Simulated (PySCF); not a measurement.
H2O2P (charge -1).
Z-matrix (Å and degrees, GFN2-xTB geometry), rows numbered from 1:
```
O 
P   1  1.4784
O   2  1.4785  1  118.48
H   2  1.4118  1  110.13  3   127.99
H   2  1.4119  1  110.11  3  -127.95
```

Mulliken charges (e) from the PBE0/pcSseg-1 density (PySCF), one withheld:

```json
{"atom": "O1", "bonded to": "P2", "charge": "-0.7421"}
{"atom": "P2", "bonded to": "O1 O3 H4 H5", "charge": "?"}
{"atom": "O3", "bonded to": "P2", "charge": "-0.7422"}
{"atom": "H4", "bonded to": "P2", "charge": "-0.1921"}
{"atom": "H5", "bonded to": "P2", "charge": "-0.1922"}
```

Q: What is the charge on P2?

A: The charges add up to the total charge, -1. The others sum to -1.8686, which leaves +0.8686 e for P2 (phosphoryl phosphorus).

Q: Add each hydrogen's charge to the atom that carries it.

A: P2 +0.4843. Atoms without hydrogen keep their charges.

Q: Across which bond do the charges differ most?

A: P2–O3: +0.8686 on P2 against -0.7422 on O3, a difference of 1.6108 e (O1–P2 within 0.003 e of it). The lower charge is on the more electronegative element of the two (Pauling values: O 3.44, P 2.19).

The Mulliken scheme gives each basis function's population to the atom it is centred on and halves the overlap population of two atoms between them. Isolated species at its GFN2-xTB geometry, gas phase. The pcSseg-1 basis has no diffuse functions, a weakness for an anion.
